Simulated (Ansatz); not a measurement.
Species: trifluoroborane, BF3, net charge 0, singlet state. SMILES: FB(F)F
Geometry: optimised at B3LYP-D3(BJ)/def2-TZVP (Ansatz, an electronic-structure program).

CCSD(T) with Ansatz in growing basis sets, 24 correlated electrons. Cores are frozen in the correlated levels unless marked. UHF or UKS for open shells. No spin-orbit coupling. Non-relativistic. Costs are ratios of core time to the smallest set, on shared machines of one kind, and rough; they hold the program's checks for lower states.

```tsv
basis	functions	cost over smallest	E(corr) (Eh)	electronic atomisation energy (kcal/mol)
cc-pVTZ	120	1×	-0.8656	459.2
cc-pVQZ	220	4×	?	?
```

Problem. What does the step to cc-pVQZ buy, and how does its cost grow by formal scaling?

Solution. Formally CCSD grows as o²v⁴ and (T) as o³v⁴; with o = 12 and v going from 104 to 204 both grow 15-fold in the last step, while integrals and the mean field grow more slowly. That step adds 75.7 mEh of correlation energy and 6.3 kcal/mol to the atomisation energy. Row: E(corr) (Eh) -0.9413, electronic atomisation energy (kcal/mol) 465.4.
